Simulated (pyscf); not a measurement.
6 gas-phase steps of one pattern: hydrogen abstraction on the doublet surface, C–H broken and Ge–H or H–Si or H–Sn formed. Optimised with ωB97X-D3(BJ)/def2-SVP in PySCF. Electronic energies in kJ/mol, from the separated reactants; ΔE‡ and ΔE at ωB97M-D3(BJ)/def2-TZVP. Rows were drawn at random from the steps of this pattern with a verified saddle, stable references and no exit in the data more than 5 kcal/mol lower.

```
row                                                                                                                            step      ΔE   ΔE‡
---  ------------------------------------------------------------------------------------------------------------------------------  ------  ----
1                                                                                       GeH₂ [singlet] + •H₂C–CH₃ → GeH₃• + H₂C=CH₂   -91.2  17.2
2    cyclic H₅O₃Si₃ (SMILES O1[SiH]O[SiH2]O[SiH2]1) [doublet] + F–CH₂–F → cyclic H₆O₃Si₃ (SMILES O1[SiH2]O[SiH2]O[SiH2]1) + F–CH•–F   +30.6  74.6
3                                                                      H₃Si–O–SiH•–O–SiH₃ + F–CH₂–F -> H₃Si–O–SiH₂–O–SiH₃ + F–CH•–F   +31.9  73.9
4                                                                                           H₃C–SiH•–Cl + CH₄ -> H₃C–SiH₂–Cl + CH₃•   +61.9  95.5
5                                                                                      H₃C–Si•(Cl)–Cl + CH₄ → H₃C–SiH(Cl)–Cl + CH₃•   +62.6  93.3
6                                                                                               H₃Ge–SnH₂• + CH₄ → H₃Ge–SnH₃ + CH₃•  +146.8     ?
```

Problem. From a straight line through the complete rows, estimate the missing barrier and say how far the line can be trusted.

Solution. Over the 5 complete rows the means are +19.2 (ΔE) and 70.9 (ΔE‡); least squares gives b = 0.50 and a = 61.3 kJ/mol, with residuals of 2.4 kJ/mol (root mean square; largest 3.3, row 3). For row 6: 61.3 + 0.50 × (+146.8) = 134.7 kJ/mol, an extrapolation. The computed barrier is 157.4 kJ/mol, 22.7 over the line. The line follows the complete rows closely but misses this one by more than their scatter. Each barrier is that of the saddle found. Elements up to Kr have no core potential and no relativistic terms here. Elements past Kr carry the def2 core potentials, without spin-orbit coupling.
